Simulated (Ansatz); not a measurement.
**C2H4N+: geometry and vibrations**

The task is to find a stationary geometry of C2H4N+, check the end point by its vibrations and derive ideal-gas thermochemistry, and look at its orbitals and charge.

Program: Ansatz 0.2.0, Gaussian basis. Level of theory: RKS PBE0-D4/def2-TZVP. These are calculated values, not measurements.

Plan: relaxation at PBE0-D4/def2-TZVP; harmonic vibrations at the same level; a single point in def2-TZVPP for the fields.

## 1. The starting structure

SMILES `CC#[NH+]`, 7 atoms, charge 1, spin multiplicity 1.

Atoms are counted from 1 here; the program's logs count them from 0.

Bond lengths: C1–C2 1.386 Å, C1–H4 1.095 Å, C1–H5 1.095 Å, C1–H6 1.095 Å, C2–N3 1.148 Å, N3–H7 1.002 Å. Angles: C2–C1–H4 110.0°, C2–C1–H5 110.2°, C2–C1–H6 110.2°, H4–C1–H5 108.8°, H4–C1–H6 108.8°, H5–C1–H6 108.8°, C1–C2–N3 179.8°, C2–N3–H7 179.6°.

As a file:

```xyz
7
charge 1, multiplicity 1
C    -0.68564    0.51942   -0.27775
C     0.36792   -0.27369    0.14973
N     1.23925   -0.93388    0.50080
H    -1.49491   -0.10931   -0.66479
H    -0.35200    1.19497   -1.07268
H    -1.07030    1.11717    0.55556
H     1.99568   -1.51469    0.80912
```

The start is a GFN2-xTB geometry.

## 2. Geometry optimisation, PBE0-D4/def2-TZVP

Input file in.yaml:

```yaml
crystal:
  periodic: [false, false, false]
  atoms:
    - {symbol: C, position_ang: [-0.685640, 0.519420, -0.277750]}
    - {symbol: C, position_ang: [0.367920, -0.273690, 0.149730]}
    - {symbol: N, position_ang: [1.239250, -0.933880, 0.500800]}
    - {symbol: H, position_ang: [-1.494910, -0.109310, -0.664790]}
    - {symbol: H, position_ang: [-0.352000, 1.194970, -1.072680]}
    - {symbol: H, position_ang: [-1.070300, 1.117170, 0.555560]}
    - {symbol: H, position_ang: [1.995680, -1.514690, 0.809120]}
basis:
  gaussian: {orbitals: def2-TZVP}
total_charge: 1
hamiltonian: {xc: pbe0, dispersion: d4}
relax: {f_tol: 0.005, max_steps: 150}
```

The run is started by

```bash
$ ansatz run in.yaml --threads 2 --pin off --events-out ev --progress --plain --max-ram 32768MiB --backend cpu
```

The runs that follow: Vibrations by finite differences; Orbitals, density and potential.

Q: Predict the results of all the runs planned. Wanted: point group; shift from the start; total energy; dispersion term; lowest, highest wavenumber; zero-point energy; HOMO, LUMO.

The runs gave:

| quantity | value |
| --- | --- |
| point group | C3v |
| steps | 5 |
| shift from the start (rms) | 0.014 Å |
| total energy | -3617.8713 eV |
| dispersion term | -49 meV |
| lowest, highest wavenumber | 402, 3700 cm⁻¹ |
| zero-point energy | 147.3 kJ/mol |
| entropy at 298.15 K | 246.8 J/(mol K) |
| HOMO, LUMO | -17.31, -6.72 eV |

The relaxed geometry lies 0.014 Å (rms) from the start; the bond that changed most is C1–C2, from 1.386 to 1.427 Å. No mode is imaginary: a true minimum at this level. The stiffest mode, 3700 cm⁻¹, is an N–H stretch. Harmonic hybrid wavenumbers usually lie a few per cent above measured fundamentals. The largest Mulliken charge, +0.39 e, sits on H7. The HOMO lies mostly on N3 37 %; H4 22 % and the LUMO on C2 48 %; N3 27 %.
